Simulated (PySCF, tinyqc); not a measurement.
Ways to converge the cycle: SCF convergence aids in the sto-6g basis, for LiH, spin multiplicity 1. Computed by the program tinyqc with PySCF. RHF with one setting changed at a time; a run stops when the energy changes by less than 1e-09 hartree and the error matrix is below 1e-5. The start is the Wolfsberg-Helmholz matrix. Damping d keeps d of the old density; a shift (hartree) raises the virtual levels; DIIS n extrapolates F over n matrices.

Geometry (angstrom):
```
atom       x       y       z
Li    0.0000  0.0000  0.0000
H     0.0000  0.0000  2.5560
```

lowest restricted solution found by these runs and by PySCF = -7.852897 hartree

Largest element of the error matrix X^T (FDS - SDF) X:
```
iteration    plain  damping 0.3  damping 0.6  shift 0.4   DIIS 3   DIIS 8
1          7.2e-02      7.2e-02      7.2e-02    7.2e-02  7.2e-02  7.2e-02
2          2.7e-02      3.0e-02      4.7e-02    3.7e-02  2.7e-02  2.7e-02
3          1.7e-02      2.3e-02      3.3e-02    2.9e-02  1.6e-02  1.6e-02
4          1.1e-02      1.7e-02      2.5e-02    2.5e-02  7.4e-03  7.4e-03
5          6.4e-03      1.3e-02      2.2e-02    2.2e-02  1.8e-03  1.1e-03
6          3.8e-03      9.5e-03      1.9e-02    1.9e-02  3.7e-04  3.7e-04
8          1.2e-03      4.9e-03      1.4e-02    1.4e-02  3.1e-06  5.8e-07
10         3.9e-04      2.4e-03      1.0e-02    1.0e-02        -        -
14         3.8e-05      5.8e-04      5.0e-03    4.8e-03        -        -
20               -      6.3e-05      1.6e-03    1.5e-03        -        -
30               -            -      2.4e-04    1.9e-04        -        -
45               -            -      1.3e-05    8.3e-06        -        -
```

How each run ends:
```
run          iterations  E (hartree)         state
plain                17    -7.852897  lowest found
damping 0.3          26    -7.852897  lowest found
damping 0.6          47    -7.852897  lowest found
shift 0.4            45    -7.852897  lowest found
DIIS 3                8    -7.852897  lowest found
DIIS 8                9    -7.852897  lowest found
```

What does the comparison show, and why?

6 of 6 runs reach the lowest restricted solution found, in 8 to 47 iterations (fastest: DIIS 3). Plain steps already contract here, so damping only slows them. DIIS 3 and DIIS 8 gain by cancelling the error over several earlier matrices, much as a quasi-Newton step does. The restricted reference is unstable here: a spin-polarised solution lies 0.0324 hartree lower (PySCF), so results built on it describe a poor reference.
